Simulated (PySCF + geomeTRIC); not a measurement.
These are PBE0-D4/def2-SVP in PySCF + geomeTRIC values and carry that method's errors. fastk is a local helper that only speeds up exchange builds. No frequencies were computed at this level.

```python
import json, numpy as np
from pyscf import gto, dft
from fastk import lowrank_exchange
atoms = """
C     -0.023619    -0.306132     0.000001
N      0.995778    -0.810781    -0.000002
H     -0.972164     0.163443     0.000003
"""
def scf(charge, spin, dm0=None):
    mol = gto.M(atom=atoms, basis='def2-svp', ecp={}, charge=charge, spin=spin, verbose=3, max_memory=10080)
    mf = dft.KS(mol, xc='pbe0').density_fit(auxbasis="def2-universal-jkfit")
    mf.disp = 'd4'
    mf.grids.level = 3
    mf.conv_tol = 1e-8
    mf.max_cycle = 60
    mf.kernel(dm0)
    if not mf.converged:
        mf = mf.newton().run(mf.mo_coeff, mf.mo_occ).undo_soscf()
    return mf
mf = scf(0, 0)
from pyscf.geomopt.geometric_solver import kernel as optimize
path = []
done, mol = optimize(mf, maxsteps=80, assert_convergence=False, callback=lambda env: path.append((env["energy"], bool(env["g_scanner"].converged))))
res = dict(converged=bool(done and path[-1][1]), energy=path[-1][0], path=[e for e, c in path], xyz=mol.atom_coords(unit="Angstrom").tolist(), nao=mol.nao)
json.dump(res, open("result.json", "w"))
```

Output:

```
converged SCF energy = -93.2364024944203
Geometry optimization cycle 1
converged SCF energy = -93.2364024938872
cycle 1: E = -93.2364024939  dE = -93.2364  norm(grad) = 0.0530815
Geometry optimization cycle 2
converged SCF energy = -93.2373791894774
cycle 2: E = -93.2373791895  dE = -0.000976696  norm(grad) = 0.00327443
Geometry optimization cycle 3
converged SCF energy = -93.2373821328439
cycle 3: E = -93.2373821328  dE = -2.94337e-06  norm(grad) = 9.77807e-05
Geometry optimization cycle 4
converged SCF energy = -93.2373821357065
cycle 4: E = -93.2373821357  dE = -2.86258e-09  norm(grad) = 1.86687e-05
<class 'geometric.internal.Distance'> : 2
<class 'geometric.internal.LinearAngle'> : 2
<class 'geometric.internal.TranslationX'> : 1
<class 'geometric.internal.TranslationY'> : 1
<class 'geometric.internal.TranslationZ'> : 1
<class 'geometric.internal.RotationA'> : 1
<class 'geometric.internal.RotationB'> : 1
<class 'geometric.internal.RotationC'> : 1
Step    0 : Gradient = 3.065e-02/4.301e-02 (rms/max) Energy = -93.2364024939
Step    1 : Displace = 1.592e-02/2.058e-02 (rms/max) Trust = 1.000e-01 (=) Grad = 1.890e-03/2.665e-03 (rms/max) E (change) = -93.2373791895 (-9.767e-04) Quality = 0.970
Step    2 : Displace = 7.578e-04/1.029e-03 (rms/max) Trust = 1.414e-01 (+) Grad = 5.645e-05/7.966e-05 (rms/max) E (change) = -93.2373821328 (-2.943e-06) Quality = 0.985
Step    3 : Displace = 1.013e-05/1.405e-05 (rms/max) Trust = 2.000e-01 (+) Grad = 1.078e-05/1.710e-05 (rms/max) E (change) = -93.2373821357 (-2.863e-09) Quality = 0.341
Converged! =D
```

Cost: roughly 3 core-seconds.
